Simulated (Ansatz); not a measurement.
Relaxation of CH7BS (10 atoms, charge 0, multiplicity 1), to a largest force component of 0.03 eV/Å in at most 50 steps.

All numbers below come from RKS B3LYP/def2-SVP (Ansatz).

```xyz
10
Properties=species:S:1:pos:R:3:forces:R:3
B 0.010 -0.558 -0.381 0.09 -1.21 -0.36
C -0.051 -0.073 2.389 0.03 -0.06 0.28
H -0.977 0.014 2.974 -0.03 0.01 0.00
H 0.793 -0.280 3.066 -0.03 0.04 -0.04
H 0.133 0.867 1.852 0.00 -0.04 0.01
H 1.054 0.032 -0.384 0.00 0.00 -0.01
H -1.062 -0.022 -0.450 0.03 -0.01 0.00
S 0.145 -2.404 -0.440 -0.08 1.01 -0.21
H -1.178 -2.691 -0.475 0.00 0.00 0.00
H -0.145 -0.926 1.692 0.00 0.27 0.33
```

Task: Where does it end, and by what steps?

Result: The run converged. The force dipped under the threshold on the way, but the program's further checks kept it going. After 35 steps the energy has fallen by 0.269 eV; H6 moved furthest, 1.70 Å.

| step | energy less start (eV) | largest force component (eV/Å) | accepted |
| --- | --- | --- | --- |
| 0 | 0.0000 | 1.208 | yes |
| 2 | -0.2207 | 0.327 | yes |
| 4 | -0.2426 | 0.404 | yes |
| 6 | -0.2545 | 0.045 | yes |
| 8 | -0.2570 | 0.043 | yes |
| 10 | -0.2577 | 0.048 | yes |
| 12 | -0.2334 | 0.582 | no |
| 14 | -0.2598 | 0.041 | yes |
| 16 | -0.2609 | 0.054 | yes |
| 18 | -0.2620 | 0.086 | yes |
| 20 | -0.2628 | 0.047 | yes |
| 22 | -0.2639 | 0.119 | yes |
| 24 | -0.2653 | 0.032 | yes |
| 26 | -0.2561 | 0.358 | no |
| 28 | -0.2670 | 0.121 | yes |
| 30 | -0.2678 | 0.050 | yes |
| 32 | -0.2678 | 0.089 | yes |
| 34 | -0.2685 | 0.062 | yes |
| 35 | -0.2688 | 0.028 | yes |

```xyz
10
Properties=species:S:1:pos:R:3
B 0.050 -0.836 -1.663
C -0.068 0.050 3.305
H -1.041 -0.175 3.765
H 0.736 -0.191 4.016
H -0.022 1.120 3.051
H 1.117 -0.411 -2.022
H -0.992 -0.345 -2.003
S 0.106 -2.256 -0.593
H -1.222 -2.447 -0.408
H 0.057 -0.550 2.392
```

Whether the end is a true minimum wasn't checked by a vibrational analysis.

The run took 97 s on 1 thread of AMD EPYC 7R43 64-Core Processor (Zen 3), with other jobs on the host, peak memory 0.19 GiB.
